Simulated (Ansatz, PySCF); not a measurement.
Dissociation curve of C3H4, SMILES C=C=C. The C1–C4 bond (C1 also carries H, H; C4 carries C) is stretched with both fragments frozen at the PBE0/def2-TZVP optimised geometry.

- UHF/cc-pVDZ (PySCF)
- RHF/cc-pVDZ (PySCF)
- UKS-M06-2X = unrestricted M06-2X/cc-pVDZ run with PySCF
- RKS-M06-2X = PySCF 2.14.0 with restricted M06-2X/cc-pVDZ
- UKS-B3LYP = unrestricted B3LYP/cc-pVDZ in PySCF 2.14.0
- RKS-B3LYP = restricted B3LYP/cc-pVDZ run with PySCF 2.14.0
- UKS-wB97X-V = unrestricted wB97X-V/cc-pVDZ run with PySCF
- RKS-wB97X-V = restricted wB97X-V/cc-pVDZ (PySCF)
- UKS-PBE = Ansatz (a quantum-chemistry and plane-wave program) with unrestricted PBE/cc-pVDZ
- RKS-PBE = restricted PBE/cc-pVDZ (Ansatz)
- UKS-B3LYP/6-31G* = unrestricted B3LYP/6-31G*, spherical d (PySCF)
- RKS-B3LYP/6-31G* = restricted B3LYP/6-31G*, spherical d (PySCF)
- UKS-M06-2X/6-31G* = unrestricted M06-2X/6-31G*, spherical d run with PySCF 2.14.0
- RKS-M06-2X/6-31G* = restricted M06-2X/6-31G*, spherical d in PySCF 2.14.0

Scanned distances (Å): 0.97, 1.03, 1.09, 1.18, 1.23, 1.26, 1.30, 1.34, 1.38, 1.42, 1.50, 1.60, 1.75, 1.96, 2.17, 2.32, 2.60, 2.84, 3.19, 3.47, 3.88, 4.50.

### Question
Where does the unrestricted solution first break spin symmetry (<S²> of 0.01 or more)?

### Answer
UHF: between 1.30 and 1.34 Å; UKS-M06-2X: between 1.75 and 1.96 Å; UKS-B3LYP: between 1.60 and 1.75 Å; UKS-wB97X-V: between 1.60 and 1.75 Å; UKS-PBE: between 1.75 and 1.96 Å; UKS-B3LYP/6-31G*: between 1.60 and 1.75 Å; UKS-M06-2X/6-31G*: between 1.75 and 1.96 Å.

```tsv
R / Å	<S²> UHF	E(RHF) − E(UHF) / eV	<S²> UKS-M06-2X	E(RKS-M06-2X) − E(UKS-M06-2X) / eV	<S²> UKS-B3LYP	E(RKS-B3LYP) − E(UKS-B3LYP) / eV	<S²> UKS-wB97X-V	E(RKS-wB97X-V) − E(UKS-wB97X-V) / eV	<S²> UKS-PBE	E(RKS-PBE) − E(UKS-PBE) / eV	<S²> UKS-B3LYP/6-31G*	E(RKS-B3LYP/6-31G*) − E(UKS-B3LYP/6-31G*) / eV	<S²> UKS-M06-2X/6-31G*	E(RKS-M06-2X/6-31G*) − E(UKS-M06-2X/6-31G*) / eV
0.97	0.00	0.000	0.00	0.000	0.00	0.000	0.00	0.000	0.00	0.000	0.00	0.000	0.00	0.000
1.03	0.00	0.000	0.00	0.000	0.00	0.000	0.00	0.000	0.00	0.000	0.00	0.000	0.00	0.000
1.09	0.00	0.000	0.00	0.000	0.00	0.000	0.00	0.000	0.00	0.000	0.00	0.000	0.00	0.000
1.18	0.00	0.000	0.00	0.000	0.00	0.000	0.00	0.000	0.00	0.000	0.00	0.000	0.00	0.000
1.23	0.00	0.000	0.00	0.000	0.00	0.000	0.00	0.000	0.00	0.000	0.00	0.000	0.00	0.000
1.26	0.00	0.000	0.00	0.000	0.00	0.000	0.00	0.000	0.00	0.000	0.00	0.000	0.00	0.000
1.30	0.00	0.000	0.00	0.000	0.00	0.000	0.00	0.000	0.00	0.000	0.00	0.000	0.00	0.000
1.34	0.07	0.003	0.00	0.000	0.00	0.000	0.00	0.000	0.00	0.000	0.00	0.000	0.00	0.000
1.38	0.24	0.031	0.00	0.000	0.00	0.000	0.00	0.000	0.00	0.000	0.00	0.000	0.00	0.000
1.42	0.38	0.088	0.00	0.000	0.00	0.000	0.00	0.000	0.00	0.000	0.00	0.000	0.00	0.000
1.50	0.60	0.270	0.00	0.000	0.00	0.000	0.00	0.000	0.00	0.000	0.00	0.000	0.00	0.000
1.60	0.81	0.581	0.00	0.000	0.00	0.000	0.00	0.000	0.00	0.000	0.00	0.000	0.00	0.000
1.75	1.04	1.130	0.00	0.000	0.14	0.009	0.30	0.050	0.00	0.000	0.18	0.015	0.00	0.000
1.96	1.37	1.907	0.68	0.188	0.55	0.177	0.67	0.331	0.27	0.026	0.58	0.205	0.70	0.215
2.17	1.75	2.548	0.99	0.552	0.80	0.400	0.91	0.634	0.61	0.157	0.83	0.448	1.01	0.604
2.32	1.96	2.858	1.24	0.832	0.99	0.548	1.12	0.805	0.78	0.265	0.98	0.551	1.07	0.575
2.60	2.17	3.202	1.04	1.745	1.45	0.850	1.56	1.033	1.08	1.051	1.11	1.602	1.04	1.806
2.84	2.26	3.367	0.92	—	0.00	1.421	1.79	1.129	1.04	1.041	1.00	—	0.93	—
3.19	2.31	3.504	0.83	—	0.00	—	1.95	1.194	0.91	—	0.87	—	0.84	—
3.47	2.32	3.566	0.79	—	0.00	—	2.00	1.228	0.86	—	0.00	—	0.80	—
3.88	2.33	3.616	0.76	—	0.00	—	2.03	1.264	0.84	—	0.00	—	0.78	—
4.50	2.33	3.652	0.75	—	0.00	—	2.04	1.295	0.83	—	0.00	—	0.76	—
```

A dash means that the run gave no value there, or that the column was ended at a point which the program doubted or which failed a test of continuity chosen for this set; such a test can also cut sound points.
